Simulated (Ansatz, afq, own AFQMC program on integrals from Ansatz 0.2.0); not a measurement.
**SiNH$_{3}$, triplet: AFQMC among the cluster methods**

```csv
atom,x (Å),y (Å),z (Å)
Si,0.0000,-0.0298,0.5045
N,0.0000,0.1142,-1.0818
H,0.0000,-1.2620,1.3427
H,0.0000,1.2045,1.3150
H,0.0000,-0.7003,-1.6823
```

Connectivity, by distances: SiH2–NH.

Basis cc-pVTZ. Noble-gas cores (and the filled d shells of Ga–Kr and In–Xe) are frozen. Integrals, coupled cluster, full CI and functionals: Ansatz 0.2.0; the random walks run on the same integrals in our own AFQMC program. ph-AFQMC/CISD is guided by a CISD state made of CCSD amplitudes; releasing the constraint for a short imaginary time cuts its bias at the price of noise, slowly where states lie close. Error bars are statistical, one sigma.

Determinant: UHF, the one that the program's search chose, which needn't be the lowest solution. The geometry is a PBE0/def2-TZVP stationary point of this or a neighbouring charge and spin state.

No full CI on the walks' own integrals is used here. The released AFQMC energy serves as the reference, which it does only where one determinant dominates, the energy is flat over the last release times and near the phaseless one (40 meV or 2 meV an electron, half that with transition metals). On small molecules, where full CI could be run and the noise was under 10 meV, such values lay within 10 meV of it in 19 cases of 20, a flattering rate, since the rule was set on those same cases; what remains of the bias isn't in the error bar.

Cautions: another spin lies lower (by 3.59 eV); the released value is read at 1.50 1/Eh (meV from the phaseless value at times in 1/Eh: -11 ± 5 at 0.24, -9 ± 5 at 0.50, -16 ± 4 at 1.00, -15 ± 6 at 1.50).

The T1 diagnostic is 0.0127 and the weight of the determinant in the CISD state is 0.883. The ⟨S²⟩ of the determinant is 2.030. The size of the correlated space is 12 electrons in 100 orbitals.

```csv
level,correlation energy (eV)
MP2,-7.5200
CCSD,-8.4394
CCSD(T),-8.7135
```

Estimate where AFQMC with the constraint released lies against CCSD(T) on the same integrals.

3.8 ± 0.6 kJ/mol below CCSD(T).

Reference: AFQMC with the constraint released, correlation energy -8.753 ± 0.006 eV.

```json
{"level": "CCSD(T)", "E − E(reference) (kJ/mol)": "3.8 ± 0.6", "share of correlation (%)": "99.55"}
{"level": "ph-AFQMC/HF", "E − E(reference) (kJ/mol)": "4.0 ± 2.8", "share of correlation (%)": "99.52"}
{"level": "ph-AFQMC/CISD", "E − E(reference) (kJ/mol)": "1.4 ± 0.8", "share of correlation (%)": "99.83"}
```

A walk keeps the symmetry of its determinant, which the program's search chose and which needn't be the lowest solution, so a lower state of the same spin and another symmetry isn't excluded. Released energies are given only where the last usable release times agree within the noise; a slower fall can still hide under it.
